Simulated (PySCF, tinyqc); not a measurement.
RHF in the sto-6g basis, for BH, spin multiplicity 1, step by step. This run ends on a higher stationary point, not on the lowest solution. The lowest restricted solution is unstable here: a spin-polarised one lies 0.0093 hartree lower (PySCF). Computed by tinyqc, a small Python program that keeps every step (integrals from PySCF). Settings: charge = 0, multiplicity = 1, basis = sto-6g, energy threshold = 1e-08, iteration cap = 69, orthogonalisation = symmetric, start = Wolfsberg-Helmholz matrix, DIIS depth = 8, method = RHF. Command: `OMP_NUM_THREADS=1 python tinyqc.py 29701 29702 out.jsonl` (the two numbers bound the seeds that draw the settings). One thread of a shared host (Intel(R) Xeon(R) Processor @ 2.60GHz), about 0.07 s of CPU time with the checks. Later iterations appear only in the table of the cycle.

## One-electron integrals

Geometry (angstrom):
```
atom       x       y       z
B     0.0000  0.0000  0.0000
H     0.0000  0.0000  1.4080
```

Basis sto-6g: exponents (1/bohr^2) and contraction coefficients of normalised primitives:
```
element  l (shell)  exponent  coefficient
B            s (1)  506.0111       0.0092
B            s (1)   92.7768       0.0494
B            s (1)   25.9557       0.1685
B            s (1)    8.9164       0.3706
B            s (1)    3.4625       0.4165
B            s (1)    1.4261       0.1303
B            s (2)   23.1946      -0.0133
B            s (2)    4.5908      -0.0470
B            s (2)    1.4268      -0.0338
B            s (2)    0.5489       0.2502
B            s (2)    0.2384       0.5951
B            s (2)    0.1093       0.2407
B            p (3)   23.1946       0.0038
B            p (3)    4.5908       0.0377
B            p (3)    1.4268       0.1739
B            p (3)    0.5489       0.4180
B            p (3)    0.2384       0.4259
B            p (3)    0.1093       0.1017
H            s (1)   35.5232       0.0092
H            s (1)    6.5131       0.0494
H            s (1)    1.8221       0.1685
H            s (1)    0.6260       0.3706
H            s (1)    0.2431       0.4165
H            s (1)    0.1001       0.1303
```

Overlap, kinetic and nuclear-attraction integrals over the contracted functions; the nuclear repulsion is the sum of Za Zb / Rab.

nuclear repulsion = 1.879180 hartree

overlap S, order 1B 1s, 1B 2s, 1B 2px, 1B 2py, 1B 2pz, 2H 1s:
```
[[1.0000, 0.2649, 0.0000, 0.0000, 0.0000, 0.0422],
 [0.2649, 1.0000, 0.0000, 0.0000, 0.0000, 0.3704],
 [0.0000, 0.0000, 1.0000, 0.0000, 0.0000, 0.0000],
 [0.0000, 0.0000, 0.0000, 1.0000, 0.0000, 0.0000],
 [0.0000, 0.0000, 0.0000, 0.0000, 1.0000, 0.4090],
 [0.0422, 0.3704, 0.0000, 0.0000, 0.4090, 1.0000]]
```

kinetic energy T (hartree), order 1B 1s, 1B 2s, 1B 2px, 1B 2py, 1B 2pz, 2H 1s:
```
[[10.9472, -0.3339, 0.0000, 0.0000, 0.0000, -0.0110],
 [-0.3339, 0.3745, 0.0000, 0.0000, 0.0000, 0.0427],
 [0.0000, 0.0000, 1.1250, 0.0000, 0.0000, 0.0000],
 [0.0000, 0.0000, 0.0000, 1.1250, 0.0000, 0.0000],
 [0.0000, 0.0000, 0.0000, 0.0000, 1.1250, 0.1392],
 [-0.0110, 0.0427, 0.0000, 0.0000, 0.1392, 0.7685]]
```

nuclear attraction V (hartree), order 1B 1s, 1B 2s, 1B 2px, 1B 2py, 1B 2pz, 2H 1s:
```
[[-23.7676, -2.8437, 0.0000, 0.0000, -0.0140, -0.5005],
 [-2.8437, -4.1203, 0.0000, 0.0000, -0.1258, -1.2928],
 [0.0000, 0.0000, -4.0910, 0.0000, 0.0000, 0.0000],
 [0.0000, 0.0000, 0.0000, -4.0910, 0.0000, 0.0000],
 [-0.0140, -0.1258, 0.0000, 0.0000, -4.1784, -1.3648],
 [-0.5005, -1.2928, 0.0000, 0.0000, -1.3648, -3.1077]]
```

core Hamiltonian H = T + V (hartree), order 1B 1s, 1B 2s, 1B 2px, 1B 2py, 1B 2pz, 2H 1s:
```
[[-12.8203, -3.1776, 0.0000, 0.0000, -0.0140, -0.5115],
 [-3.1776, -3.7458, 0.0000, 0.0000, -0.1258, -1.2502],
 [0.0000, 0.0000, -2.9660, 0.0000, 0.0000, 0.0000],
 [0.0000, 0.0000, 0.0000, -2.9660, 0.0000, 0.0000],
 [-0.0140, -0.1258, 0.0000, 0.0000, -3.0533, -1.2256],
 [-0.5115, -1.2502, 0.0000, 0.0000, -1.2256, -2.3392]]
```

## Two-electron integrals

Functions are numbered as in S; the eight-fold symmetry (ij|kl) = (ji|kl) = (kl|ij) leaves the list below.

Two-electron integrals (ij|kl) in chemists' order, unique and non-zero (hartree):
```
(11|11) 2.9250   (21|11) 0.4808   (21|21) 0.0995   (22|11) 0.7434
(22|21) 0.1890   (22|22) 0.5449   (31|31) 0.0211   (32|31) 0.0309
(32|32) 0.1204   (33|11) 0.7434   (33|21) 0.1890   (33|22) 0.5449
(33|33) 0.5871   (41|41) 0.0211   (42|41) 0.0309   (42|42) 0.1204
(43|43) 0.0316   (44|11) 0.7434   (44|21) 0.1890   (44|22) 0.5449
(44|33) 0.5238   (44|44) 0.5871   (51|51) 0.0211   (52|51) 0.0309
(52|52) 0.1204   (53|53) 0.0316   (54|54) 0.0316   (55|11) 0.7434
(55|21) 0.1890   (55|22) 0.5449   (55|33) 0.5238   (55|44) 0.5238
(55|55) 0.5871   (61|11) 0.0791   (61|21) 0.0159   (61|22) 0.0299
(61|33) 0.0298   (61|44) 0.0298   (61|51) 0.0012   (61|52) 0.0024
(61|55) 0.0303   (61|61) 0.0026   (62|11) 0.2046   (62|21) 0.0530
(62|22) 0.1699   (62|33) 0.1650   (62|44) 0.1650   (62|51) 0.0062
(62|52) 0.0375   (62|55) 0.1798   (62|61) 0.0090   (62|62) 0.0762
(63|31) 0.0053   (63|32) 0.0247   (63|53) 0.0069   (63|63) 0.0079
(64|41) 0.0053   (64|42) 0.0247   (64|54) 0.0069   (64|64) 0.0079
(65|11) 0.1995   (65|21) 0.0524   (65|22) 0.1766   (65|33) 0.1675
(65|44) 0.1675   (65|51) 0.0105   (65|52) 0.0599   (65|55) 0.1950
(65|61) 0.0093   (65|62) 0.0924   (65|65) 0.1176   (66|11) 0.3734
(66|21) 0.0987   (66|22) 0.3580   (66|33) 0.3375   (66|44) 0.3375
(66|51) 0.0132   (66|52) 0.1074   (66|55) 0.3990   (66|61) 0.0171
(66|62) 0.2112   (66|65) 0.2773   (66|66) 0.7750
```

## Orthogonalisation

S = U s U^T; symmetric (Loewdin) form X = U s^(-1/2) U^T, so that X^T S X = 1.

eigenvalues of S: [0.4291, 0.8006, 1.0000, 1.0000, 1.1724, 1.5979]

X, order 1B 1s, 1B 2s, 1B 2px, 1B 2py, 1B 2pz, 2H 1s:
```
[[1.0289, -0.1468, 0.0000, 0.0000, -0.0088, 0.0228],
 [-0.1468, 1.0987, 0.0000, 0.0000, 0.0761, -0.2381],
 [0.0000, 0.0000, 1.0000, 0.0000, 0.0000, 0.0000],
 [0.0000, 0.0000, 0.0000, 1.0000, 0.0000, 0.0000],
 [-0.0088, 0.0761, 0.0000, 0.0000, 1.0817, -0.2566],
 [0.0228, -0.2381, 0.0000, 0.0000, -0.2566, 1.1497]]
```

## Starting guess

The start is the generalised Wolfsberg-Helmholz matrix (K = 1.75) built on H; D = 2 C_occ C_occ^T.

D at the start, order 1B 1s, 1B 2s, 1B 2px, 1B 2py, 1B 2pz, 2H 1s:
```
[[1.9855, -0.0136, 0.0000, 0.0000, -0.1534, -0.1560],
 [-0.0136, 0.3236, 0.0000, 0.0000, 0.4490, 0.3565],
 [0.0000, 0.0000, 0.0284, -0.2365, 0.0000, 0.0000],
 [0.0000, 0.0000, -0.2365, 1.9716, 0.0000, 0.0000],
 [-0.1534, 0.4490, 0.0000, 0.0000, 0.6321, 0.5041],
 [-0.1560, 0.3565, 0.0000, 0.0000, 0.5041, 0.4026]]
```

## Iteration 1: building the Fock matrix

J_ij = sum D_kl (ij|kl), K_ij = sum D_kl (ik|jl); F = H + J - 0.5 K; E = tr D H + tr D J / 2 - 0.25 tr D K + E_nn.

Coulomb J (hartree), order 1B 1s, 1B 2s, 1B 2px, 1B 2py, 1B 2pz, 2H 1s:
```
[[8.4646, 1.6357, 0.0000, 0.0000, 0.0411, 0.2687],
 [1.6357, 3.5157, 0.0000, 0.0000, 0.2283, 1.1648],
 [0.0000, 0.0000, 3.4410, -0.0150, 0.0000, 0.0000],
 [0.0000, 0.0000, -0.0150, 3.5640, 0.0000, 0.0000],
 [0.0411, 0.2283, 0.0000, 0.0000, 3.5421, 1.2539],
 [0.2687, 1.1648, 0.0000, 0.0000, 1.2539, 2.6111]]
```

exchange K (hartree), order 1B 1s, 1B 2s, 1B 2px, 1B 2py, 1B 2pz, 2H 1s:
```
[[5.8712, 1.0886, 0.0000, 0.0000, -0.0061, 0.1819],
 [1.0886, 0.8589, 0.0000, 0.0000, 0.4903, 0.5841],
 [0.0000, 0.0000, 0.2051, -0.1313, 0.0000, 0.0000],
 [0.0000, 0.0000, -0.1313, 1.2846, 0.0000, 0.0000],
 [-0.0061, 0.4903, 0.0000, 0.0000, 0.7978, 0.6927],
 [0.1819, 0.5841, 0.0000, 0.0000, 0.6927, 0.9368]]
```

Fock matrix F (hartree), order 1B 1s, 1B 2s, 1B 2px, 1B 2py, 1B 2pz, 2H 1s:
```
[[-7.2913, -2.0862, 0.0000, 0.0000, 0.0302, -0.3338],
 [-2.0862, -0.6596, 0.0000, 0.0000, -0.1426, -0.3774],
 [0.0000, 0.0000, 0.3724, 0.0507, 0.0000, 0.0000],
 [0.0000, 0.0000, 0.0507, -0.0443, 0.0000, 0.0000],
 [0.0302, -0.1426, 0.0000, 0.0000, 0.0899, -0.3181],
 [-0.3338, -0.3774, 0.0000, 0.0000, -0.3181, -0.1965]]
```

total energy of this density = -24.541092 hartree

## Iteration 1: diagonalisation and new density

Diagonalise F' = X^T F X, C = X C', fill 3 alpha and 3 beta electrons from the bottom; D = 2 C_occ C_occ^T. Each column has its largest component positive (the first on a tie).

F' = X^T F X (hartree):
```
[[-7.1161, -1.1300, 0.0000, 0.0000, 0.0286, -0.0188],
 [-1.1300, -0.1298, 0.0000, 0.0000, -0.0127, -0.3195],
 [0.0000, 0.0000, 0.3724, 0.0507, 0.0000, 0.0000],
 [0.0000, 0.0000, 0.0507, -0.0443, 0.0000, 0.0000],
 [0.0286, -0.0127, 0.0000, 0.0000, 0.2564, -0.3885],
 [-0.0188, -0.3195, 0.0000, 0.0000, -0.3885, 0.0867]]
```

orbital energies (hartree): [-7.2950, -0.3871, -0.0504, 0.1442, 0.3785, 0.6351]

coefficients C, order 1B 1s, 1B 2s, 1B 2px, 1B 2py, 1B 2pz, 2H 1s:
```
[[0.9935, -0.1556, 0.0000, -0.2369, 0.0000, 0.1154],
 [0.0242, 0.4535, 0.0000, 0.8648, 0.0000, -0.5805],
 [0.0000, 0.0000, -0.1191, 0.0000, 0.9929, 0.0000],
 [0.0000, 0.0000, 0.9929, 0.0000, 0.1191, 0.0000],
 [-0.0024, 0.3408, 0.0000, -0.5311, 0.0000, -0.9184],
 [-0.0034, 0.5834, 0.0000, -0.2694, 0.0000, 1.0158]]
```

D after iteration 1, order 1B 1s, 1B 2s, 1B 2px, 1B 2py, 1B 2pz, 2H 1s:
```
[[2.0225, -0.0931, 0.0000, 0.0000, -0.1108, -0.1883],
 [-0.0931, 0.4125, 0.0000, 0.0000, 0.3090, 0.5290],
 [0.0000, 0.0000, 0.0284, -0.2365, 0.0000, 0.0000],
 [0.0000, 0.0000, -0.2365, 1.9716, 0.0000, 0.0000],
 [-0.1108, 0.3090, 0.0000, 0.0000, 0.2324, 0.3977],
 [-0.1883, 0.5290, 0.0000, 0.0000, 0.3977, 0.6807]]
```

## Iteration 2: building the Fock matrix

As before.

Coulomb J (hartree), order 1B 1s, 1B 2s, 1B 2px, 1B 2py, 1B 2pz, 2H 1s:
```
[[8.3919, 1.6125, 0.0000, 0.0000, 0.0378, 0.2648],
 [1.6125, 3.4623, 0.0000, 0.0000, 0.2272, 1.1619],
 [0.0000, 0.0000, 3.3906, -0.0150, 0.0000, 0.0000],
 [0.0000, 0.0000, -0.0150, 3.5136, 0.0000, 0.0000],
 [0.0378, 0.2272, 0.0000, 0.0000, 3.4828, 1.2581],
 [0.2648, 1.1619, 0.0000, 0.0000, 1.2581, 2.6808]]
```

exchange K (hartree), order 1B 1s, 1B 2s, 1B 2px, 1B 2py, 1B 2pz, 2H 1s:
```
[[5.9041, 1.0525, 0.0000, 0.0000, -0.0031, 0.1770],
 [1.0525, 0.9012, 0.0000, 0.0000, 0.4418, 0.6505],
 [0.0000, 0.0000, 0.2080, -0.1313, 0.0000, 0.0000],
 [0.0000, 0.0000, -0.1313, 1.2874, 0.0000, 0.0000],
 [-0.0031, 0.4418, 0.0000, 0.0000, 0.5809, 0.6415],
 [0.1770, 0.6505, 0.0000, 0.0000, 0.6415, 1.0984]]
```

Fock matrix F (hartree), order 1B 1s, 1B 2s, 1B 2px, 1B 2py, 1B 2pz, 2H 1s:
```
[[-7.3804, -2.0914, 0.0000, 0.0000, 0.0253, -0.3352],
 [-2.0914, -0.7341, 0.0000, 0.0000, -0.1195, -0.4135],
 [0.0000, 0.0000, 0.3206, 0.0507, 0.0000, 0.0000],
 [0.0000, 0.0000, 0.0507, -0.0961, 0.0000, 0.0000],
 [0.0253, -0.1195, 0.0000, 0.0000, 0.1390, -0.2882],
 [-0.3352, -0.4135, 0.0000, 0.0000, -0.2882, -0.2076]]
```

total energy of this density = -24.655039 hartree

## Iteration 2: DIIS over 2 matrices

error matrix X^T (FDS - SDF) X:
```
[[0.0000, -0.0312, 0.0000, 0.0000, 0.0308, 0.0215],
 [0.0312, 0.0000, 0.0000, 0.0000, -0.0908, -0.0493],
 [0.0000, 0.0000, 0.0000, 0.0000, 0.0000, 0.0000],
 [0.0000, 0.0000, 0.0000, 0.0000, 0.0000, 0.0000],
 [-0.0308, 0.0908, 0.0000, 0.0000, 0.0000, 0.0831],
 [-0.0215, 0.0493, 0.0000, 0.0000, -0.0831, 0.0000]]
```

B (overlaps of the stored error matrices):
```
[[4.6698956e-01, 9.7325235e-02],
 [9.7325235e-02, 3.9918881e-02]]
```

Minimise |sum c_i e_i|^2 with sum c_i = 1: solve [B -1; -1 0][c; lambda] = [0; -1] with B_ij = tr e_i^T e_j, and take F = sum c_i F_i.

DIIS coefficients: [-0.1838, 1.1838]

extrapolated F (hartree), order 1B 1s, 1B 2s, 1B 2px, 1B 2py, 1B 2pz, 2H 1s:
```
[[-7.3968, -2.0924, 0.0000, 0.0000, 0.0245, -0.3355],
 [-2.0924, -0.7478, 0.0000, 0.0000, -0.1152, -0.4201],
 [0.0000, 0.0000, 0.3111, 0.0507, 0.0000, 0.0000],
 [0.0000, 0.0000, 0.0507, -0.1056, 0.0000, 0.0000],
 [0.0245, -0.1152, 0.0000, 0.0000, 0.1480, -0.2827],
 [-0.3355, -0.4201, 0.0000, 0.0000, -0.2827, -0.2096]]
```

## Iteration 2: diagonalisation and new density

As before.

F' = X^T F X (hartree):
```
[[-7.2274, -1.1100, 0.0000, 0.0000, 0.0185, -0.0156],
 [-1.1100, -0.2113, 0.0000, 0.0000, 0.0204, -0.3532],
 [0.0000, 0.0000, 0.3111, 0.0507, 0.0000, 0.0000],
 [0.0000, 0.0000, 0.0507, -0.1056, 0.0000, 0.0000],
 [0.0185, 0.0204, 0.0000, 0.0000, 0.3097, -0.3669],
 [-0.0156, -0.3532, 0.0000, 0.0000, -0.3669, 0.0741]]
```

orbital energies (hartree): [-7.3995, -0.4155, -0.1117, 0.1042, 0.3172, 0.6559]

coefficients C, order 1B 1s, 1B 2s, 1B 2px, 1B 2py, 1B 2pz, 2H 1s:
```
[[0.9944, -0.1831, 0.0000, -0.2124, 0.0000, 0.1146],
 [0.0207, 0.5570, 0.0000, 0.8052, 0.0000, -0.5762],
 [0.0000, 0.0000, -0.1191, 0.0000, 0.9929, 0.0000],
 [0.0000, 0.0000, 0.9929, 0.0000, 0.1191, 0.0000],
 [-0.0019, 0.2353, 0.0000, -0.5513, 0.0000, -0.9394],
 [-0.0028, 0.5665, 0.0000, -0.3755, 0.0000, 0.9914]]
```

D after iteration 2, order 1B 1s, 1B 2s, 1B 2px, 1B 2py, 1B 2pz, 2H 1s:
```
[[2.0449, -0.1628, 0.0000, 0.0000, -0.0900, -0.2130],
 [-0.1628, 0.6213, 0.0000, 0.0000, 0.2620, 0.6309],
 [0.0000, 0.0000, 0.0284, -0.2365, 0.0000, 0.0000],
 [0.0000, 0.0000, -0.2365, 1.9716, 0.0000, 0.0000],
 [-0.0900, 0.2620, 0.0000, 0.0000, 0.1107, 0.2666],
 [-0.2130, 0.6309, 0.0000, 0.0000, 0.2666, 0.6418]]
```

## Iteration 3: building the Fock matrix

As before.

Coulomb J (hartree), order 1B 1s, 1B 2s, 1B 2px, 1B 2py, 1B 2pz, 2H 1s:
```
[[8.4264, 1.6183, 0.0000, 0.0000, 0.0337, 0.2653],
 [1.6183, 3.4731, 0.0000, 0.0000, 0.2048, 1.1521],
 [0.0000, 0.0000, 3.4062, -0.0150, 0.0000, 0.0000],
 [0.0000, 0.0000, -0.0150, 3.5291, 0.0000, 0.0000],
 [0.0337, 0.2048, 0.0000, 0.0000, 3.4840, 1.2400],
 [0.2653, 1.1521, 0.0000, 0.0000, 1.2400, 2.6315]]
```

exchange K (hartree), order 1B 1s, 1B 2s, 1B 2px, 1B 2py, 1B 2pz, 2H 1s:
```
[[5.9198, 1.0418, 0.0000, 0.0000, -0.0025, 0.1727],
 [1.0418, 0.9955, 0.0000, 0.0000, 0.4004, 0.6716],
 [0.0000, 0.0000, 0.2281, -0.1313, 0.0000, 0.0000],
 [0.0000, 0.0000, -0.1313, 1.3076, 0.0000, 0.0000],
 [-0.0025, 0.4004, 0.0000, 0.0000, 0.4868, 0.5559],
 [0.1727, 0.6716, 0.0000, 0.0000, 0.5559, 1.0298]]
```

Fock matrix F (hartree), order 1B 1s, 1B 2s, 1B 2px, 1B 2py, 1B 2pz, 2H 1s:
```
[[-7.3539, -2.0802, 0.0000, 0.0000, 0.0210, -0.3325],
 [-2.0802, -0.7704, 0.0000, 0.0000, -0.1212, -0.4338],
 [0.0000, 0.0000, 0.3261, 0.0507, 0.0000, 0.0000],
 [0.0000, 0.0000, 0.0507, -0.0907, 0.0000, 0.0000],
 [0.0210, -0.1212, 0.0000, 0.0000, 0.1873, -0.2635],
 [-0.3325, -0.4338, 0.0000, 0.0000, -0.2635, -0.2226]]
```

total energy of this density = -24.683531 hartree

## Iteration 3: DIIS over 3 matrices

error matrix X^T (FDS - SDF) X:
```
[[0.0000, 0.0010, 0.0000, 0.0000, 0.0140, -0.0019],
 [-0.0010, 0.0000, 0.0000, 0.0000, -0.0386, -0.0176],
 [0.0000, 0.0000, 0.0000, 0.0000, 0.0000, 0.0000],
 [0.0000, 0.0000, 0.0000, 0.0000, 0.0000, 0.0000],
 [-0.0140, 0.0386, 0.0000, 0.0000, 0.0000, 0.0355],
 [0.0019, 0.0176, 0.0000, 0.0000, -0.0355, 0.0000]]
```

B (overlaps of the stored error matrices):
```
[[4.6698956e-01, 9.7325235e-02, 3.1113672e-02],
 [9.7325235e-02, 3.9918881e-02, 1.5366514e-02],
 [3.1113672e-02, 1.5366514e-02, 6.5203462e-03]]
```

As before.

DIIS coefficients: [0.0382, -0.7029, 1.6647]

extrapolated F (hartree), order 1B 1s, 1B 2s, 1B 2px, 1B 2py, 1B 2pz, 2H 1s:
```
[[-7.3328, -2.0726, 0.0000, 0.0000, 0.0183, -0.3307],
 [-2.0726, -0.7918, 0.0000, 0.0000, -0.1232, -0.4460],
 [0.0000, 0.0000, 0.3317, 0.0507, 0.0000, 0.0000],
 [0.0000, 0.0000, 0.0507, -0.0850, 0.0000, 0.0000],
 [0.0183, -0.1232, 0.0000, 0.0000, 0.2175, -0.2483],
 [-0.3307, -0.4460, 0.0000, 0.0000, -0.2483, -0.2322]]
```

## Iteration 3: diagonalisation and new density

As before.

F' = X^T F X (hartree):
```
[[-7.1662, -1.0926, 0.0000, 0.0000, 0.0125, -0.0100],
 [-1.0926, -0.2589, 0.0000, 0.0000, 0.0106, -0.3636],
 [0.0000, 0.0000, 0.3317, 0.0507, 0.0000, 0.0000],
 [0.0000, 0.0000, 0.0507, -0.0850, 0.0000, 0.0000],
 [0.0125, 0.0106, 0.0000, 0.0000, 0.3700, -0.3354],
 [-0.0100, -0.3636, 0.0000, 0.0000, -0.3354, 0.0392]]
```

orbital energies (hartree): [-7.3355, -0.4483, -0.0911, 0.1270, 0.3378, 0.6410]

coefficients C, order 1B 1s, 1B 2s, 1B 2px, 1B 2py, 1B 2pz, 2H 1s:
```
[[0.9944, -0.1971, 0.0000, -0.2050, 0.0000, -0.1045],
 [0.0208, 0.6076, 0.0000, 0.7999, 0.0000, 0.5307],
 [0.0000, 0.0000, -0.1191, 0.0000, 0.9929, 0.0000],
 [0.0000, 0.0000, 0.9929, 0.0000, 0.1191, 0.0000],
 [-0.0008, 0.1719, 0.0000, -0.4970, 0.0000, 0.9824],
 [-0.0034, 0.5545, 0.0000, -0.4908, 0.0000, -0.9468]]
```

D after iteration 3, order 1B 1s, 1B 2s, 1B 2px, 1B 2py, 1B 2pz, 2H 1s:
```
[[2.0555, -0.1981, 0.0000, 0.0000, -0.0694, -0.2253],
 [-0.1981, 0.7393, 0.0000, 0.0000, 0.2089, 0.6737],
 [0.0000, 0.0000, 0.0284, -0.2365, 0.0000, 0.0000],
 [0.0000, 0.0000, -0.2365, 1.9716, 0.0000, 0.0000],
 [-0.0694, 0.2089, 0.0000, 0.0000, 0.0591, 0.1907],
 [-0.2253, 0.6737, 0.0000, 0.0000, 0.1907, 0.6150]]
```

## Iteration 8 (converged): orbitals

converged F (hartree), order 1B 1s, 1B 2s, 1B 2px, 1B 2py, 1B 2pz, 2H 1s:
```
[[-7.3405, -2.0754, 0.0000, 0.0000, 0.0170, -0.3312],
 [-2.0754, -0.7870, 0.0000, 0.0000, -0.1193, -0.4414],
 [0.0000, 0.0000, 0.3292, 0.0507, 0.0000, 0.0000],
 [0.0000, 0.0000, 0.0507, -0.0875, 0.0000, 0.0000],
 [0.0170, -0.1193, 0.0000, 0.0000, 0.2104, -0.2507],
 [-0.3312, -0.4414, 0.0000, 0.0000, -0.2507, -0.2329]]
```

As before.

F' = X^T F X (hartree):
```
[[-7.1734, -1.0952, 0.0000, 0.0000, 0.0106, -0.0103],
 [-1.0952, -0.2541, 0.0000, 0.0000, 0.0146, -0.3601],
 [0.0000, 0.0000, 0.3292, 0.0507, 0.0000, 0.0000],
 [0.0000, 0.0000, 0.0507, -0.0875, 0.0000, 0.0000],
 [0.0106, 0.0146, 0.0000, 0.0000, 0.3635, -0.3370],
 [-0.0103, -0.3601, 0.0000, 0.0000, -0.3370, 0.0376]]
```

orbital energies (hartree): [-7.3432, -0.4430, -0.0936, 0.1204, 0.3353, 0.6393]

coefficients C, order 1B 1s, 1B 2s, 1B 2px, 1B 2py, 1B 2pz, 2H 1s:
```
[[0.9944, -0.1954, 0.0000, -0.2058, 0.0000, -0.1062],
 [0.0210, 0.6005, 0.0000, 0.8015, 0.0000, 0.5364],
 [0.0000, 0.0000, -0.1191, 0.0000, 0.9929, 0.0000],
 [0.0000, 0.0000, 0.9929, 0.0000, 0.1191, 0.0000],
 [-0.0006, 0.1743, 0.0000, -0.5014, 0.0000, 0.9797],
 [-0.0035, 0.5598, 0.0000, -0.4808, 0.0000, -0.9488]]
```

D after iteration 8, order 1B 1s, 1B 2s, 1B 2px, 1B 2py, 1B 2pz, 2H 1s:
```
[[2.0541, -0.1930, 0.0000, 0.0000, -0.0694, -0.2257],
 [-0.1930, 0.7221, 0.0000, 0.0000, 0.2093, 0.6722],
 [0.0000, 0.0000, 0.0284, -0.2365, 0.0000, 0.0000],
 [0.0000, 0.0000, -0.2365, 1.9716, 0.0000, 0.0000],
 [-0.0694, 0.2093, 0.0000, 0.0000, 0.0608, 0.1952],
 [-0.2257, 0.6722, 0.0000, 0.0000, 0.1952, 0.6268]]
```

## Convergence

Stop when the energy changes by less than 1e-08 hartree and every element of the error matrix X^T (F D S - S D F) X is below 3e-05.

Course of the cycle:
```
iteration  E (hartree)     change  largest element of the error matrix
1           -24.541092          -                             3.14e-01
2           -24.655039  -1.14e-01                             9.08e-02
3           -24.683531  -2.85e-02                             3.86e-02
4           -24.687744  -4.21e-03                             7.67e-03
5           -24.687794  -4.92e-05                             2.56e-03
6           -24.687807  -1.33e-05                             1.45e-04
7           -24.687807  -4.20e-08                             1.07e-05
8           -24.687807  -2.18e-10                             1.66e-07
```

PySCF RHF in the same basis = -24.984662 hartree

Converged in 8 iterations. But the solution lies 0.29685 hartree above the reference: it is another stationary point, not the lowest restricted one. Reruns (cap 100 unless said): damping 0.5: converged in 28 to a higher stationary point; level shift 0.5: converged in 23 to a higher stationary point; atomic densities as start, DIIS 8: converged in 7.

## Populations, bond orders and dipole

Mulliken: Z minus the diagonal of D S on the atom; Loewdin: the same with S^(1/2) D S^(1/2); Mayer order: 2 sum_s sum (D(s) S)_ij (D(s) S)_ji over the two atoms.

Charges (e):
```
atom  Mulliken  Loewdin
1B     -0.0539  -0.0532
2H      0.0539   0.0532
```

Mayer bond orders:
```
pair   order
2-1   0.9971
```

dipole moment about the origin, x y z (debye): [0.0000, 0.0000, -1.2293]
